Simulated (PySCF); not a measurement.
# QCISD(T)/6-31G run of BH3 (SMILES [H]B([H])[H])

What is the energy change on altering one bond length of BH3 at QCISD(T)/6-31G? 

The results are computed with PySCF 2.14.0.

12 further runs of the same task are left out: 1 that didn't finish, 11 set aside as unsound or not needed.

## Step 1: Starting point

The species is BH3 (4 atoms), meant as a singlet with charge 0. As SMILES, `[H]B([H])[H]`. The coordinates come from a GFN2-xTB relaxation.

Bond lengths: B1–H2 1.164 Å, B1–H3 1.165 Å, B1–H4 1.165 Å. Angles: H2–B1–H3 120.0°, H2–B1–H4 120.0°, H3–B1–H4 120.0°.

## Step 2: The energy at QCISD(T)/6-31G

mol.xyz

```xyz
4

B      0.000060     0.000030    -0.001400
H      1.163870    -0.030320     0.015280
H     -0.555340     1.023410    -0.018650
H     -0.608600    -0.993120     0.004770
```

calc.py

```python
# BH3
from pyscf import gto, cc

mol = gto.M(
    atom='mol.xyz',
    basis='6-31g',
    max_memory=1860,
    verbose=3,
    charge=0,
)

myscf = mol.RHF()
myscf.conv_tol = 1e-10
myscf.kernel()
if not myscf.converged:
    myscf = myscf.newton().run(myscf.mo_coeff, myscf.mo_occ)

mycc = cc.QCISD(myscf, frozen=1)
mycc.kernel()
e_t = mycc.qcisd_t()
energy = mycc.e_tot + e_t
print(f'total energy: {energy:.8f} hartree')
```

Run with:

```console
OMP_NUM_THREADS=1 python calc.py
```

Standard output:

```text
converged SCF energy = -26.376094329036
E(QCISD) = -26.44662391640844  E_corr = -0.07052958737248533
QCISD(T) correction = -0.000766630719181683
total energy: -26.44739055 hartree
```

It took 0.87 s on 1 thread of Arm Neoverse V1, shared host; peak memory 0.12 GiB.

## Step 3: The distorted shape at the same level

input.xyz

```xyz
4

B      0.999772    -1.842040     0.029650
H      2.163582    -1.872390     0.046330
H     -0.555340     1.023410    -0.018650
H      0.391112    -2.835190     0.035820
```

job.py

```python
from pyscf import gto, scf, cc

molecule = gto.Mole()
molecule.atom = 'input.xyz'
molecule.basis = '6-31g'
molecule.max_memory = 1860
molecule.charge = 0
molecule.verbose = 3
molecule.build()

mf = scf.RHF(molecule)
mf.conv_tol = 1e-10
mf.kernel()
if not mf.converged:
    mf = mf.newton().run(mf.mo_coeff, mf.mo_occ)

mycc = cc.QCISD(mf, frozen=1)
mycc.kernel()
e_t = mycc.qcisd_t()
e_tot = mycc.e_tot + e_t
print('E = %.10f Eh' % e_tot)
```

Run with:

```console
OMP_NUM_THREADS=1 python job.py
```

Standard output:

```text
converged SCF energy = -26.1218417533859
E(QCISD) = -26.28686210073049  E_corr = -0.1650203473445694
QCISD(T) correction = -0.0070239850888771
E = -26.2938860858 Eh
```

Wall time 0.81 s (1 thread of Arm Neoverse V1, shared host); peak memory 0.1 GiB.

## Step 4: Results

At QCISD(T)/6-31G, 1 core orbital frozen:

| quantity | value |
| --- | --- |
| first shape: total energy | -26.44739 Eh |
| first shape: dipole moment (Hartree–Fock density) | 0.01 D |
| first shape: HOMO energy (Hartree–Fock orbitals) | -13.61 eV |
| first shape: LUMO energy (Hartree–Fock orbitals) | 2.37 eV |
| first shape: HOMO–LUMO gap (Hartree–Fock orbitals) | 15.98 eV |
| first shape: correlation energy (1 core orbital frozen) | -71.3 mEh |
| first shape: (T) correction | -0.77 mEh |
| first shape: T1 diagnostic | 0.003 |
| distorted shape: total energy | -26.29389 Eh |
| distorted shape: dipole moment (Hartree–Fock density) | 4.08 D |
| distorted shape: HOMO energy (Hartree–Fock orbitals) | -7.28 eV |
| distorted shape: LUMO energy (Hartree–Fock orbitals) | -0.60 eV |
| distorted shape: HOMO–LUMO gap (Hartree–Fock orbitals) | 6.68 eV |
| distorted shape: correlation energy (1 core orbital frozen) | -172.0 mEh |
| distorted shape: (T) correction | -7.02 mEh |
| distorted shape: T1 diagnostic | 0.084 |
| energy change with the B1–H3 bond stretched from 1.165 to 3.261 Å | 4.177 eV |

In words: One bond (distorted shape) is far stretched, which a spin-restricted single reference describes badly; perturbation theory on it can break down and give far too much correlation. With the B1–H3 bond stretched from 1.165 to 3.261 Å the energy rises by 4.18 eV (96 kcal/mol). The first shape isn't relaxed at this level, so the change isn't measured from a minimum. A restricted reference can't describe the breaking bond well at this length. The triples (first shape) make up 1.1 % of the correlation energy. The T1 diagnostic (distorted shape) of 0.084 is above the customary mark for such species, so a single reference may not serve. Mulliken charges (distorted shape) of the mean-field density run from -0.24 on H3 to +0.29 on B1; they depend strongly on the basis. The triples (distorted shape) make up 4.1 % of the correlation energy.
